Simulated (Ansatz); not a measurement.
**AlPH2+ (quartet): from Hartree-Fock to the top rungs, cc-pVDZ**

The task here is to estimate one member of a computed series from the others.

The runs use Ansatz 0.2.0, Gaussian basis; cc-pVDZ, core rule «outside noble gas», up to 10 orbitals frozen.

The runs, in order: UHF; CCSD(T) on ROHF; CCSD(T) on UHF; BCCD(T) on ROHF; CISD; CCSDT(Q) on ROHF; CCSDT(Q) on UHF; CCSDTQ on ROHF.

18 further runs of the same task are left out: 12 for a known fault of the program, 6 set aside as unsound or not needed.

**The geometry**

The geometry is a PBE0/def2-TZVP stationary point (not a proven minimum) of the parent state, kept for this charge and spin.

4 atoms, charge 1, spin multiplicity 4.

Atoms are counted from 1 here; the program's logs count them from 0.

Bond lengths: Al1–P2 2.334 Å, Al1–H3 1.588 Å, Al1–H4 1.588 Å. Angles: P2–Al1–H3 119.7°, P2–Al1–H4 119.7°, H3–Al1–H4 120.5°.

Geometry (Å):

```csv
atom,x (Å),y (Å),z (Å)
Al1,0.0000,0.0000,1.1792
P2,0.0000,0.0000,-1.1552
H3,0.0000,1.3785,1.9666
H4,0.0000,-1.3785,1.9666
```

The first run:

Contents of in.yaml:

```yaml
crystal:
  periodic: [false, false, false]
  atoms:
    - {symbol: Al, position_ang: [0.000000, 0.000000, 1.179176]}
    - {symbol: P, position_ang: [0.000000, 0.000000, -1.155185]}
    - {symbol: H, position_ang: [0.000000, 1.378539, 1.966597]}
    - {symbol: H, position_ang: [0.000000, -1.378539, 1.966597]}
basis:
  gaussian: {orbitals: cc-pVDZ}
total_charge: 1
magnetization: {spin_polarized: true, initial_magnetization: 3}
hamiltonian: {xc: hf}
output: {orbitals: {seedname: orbitals}}
```

Started as:

```console
$ ansatz run in.yaml --threads 1 --pin off --events-out ev --progress --plain --max-ram 4096MiB --backend cpu
```

Steps of the session up to this table: UHF; CCSD(T) on ROHF; CCSD(T) on UHF; BCCD(T) on ROHF; CISD; CCSDT(Q) on ROHF; CCSDT(Q) on UHF; CCSDTQ on ROHF.

One table of the session follows, with a row left open; its other results are not shown here.

| method | from RCCSDTQ (meV) |
| --- | --- |
| ROHF | +4402.4 |
| UHF | +4377.5 |
| RMP2 | +1098.1 |
| UMP2 | +1091.4 |
| CISD | +364.9 |
| RCCSD | +123.1 |
| UCCSD | +122.6 |
| RCCSD(T) | +32.0 |
| UCCSD(T) | +31.7 |
| BCCD(T) | +31.7 |
| RCCSDT | +5.6 |
| UCCSDT | +5.4 |
| RCCSDT(Q) | ? |
| UCCSDT(Q) | +0.7 |
| RCCSDTQ | 0 |

Q: Estimate the row for RCCSDT(Q) from the others.

**Answer.** from RCCSDTQ (meV): +1.1. In the column «from RCCSDTQ (meV)» it lies between UCCSDT(Q) (+0.7) and UCCSDT (+5.4).

Caveats from the session: Restricted and unrestricted rows rest on different reference determinants; where their highest levels disagree by more than a few hundredths of an eV, they describe different states and don't form one ladder.
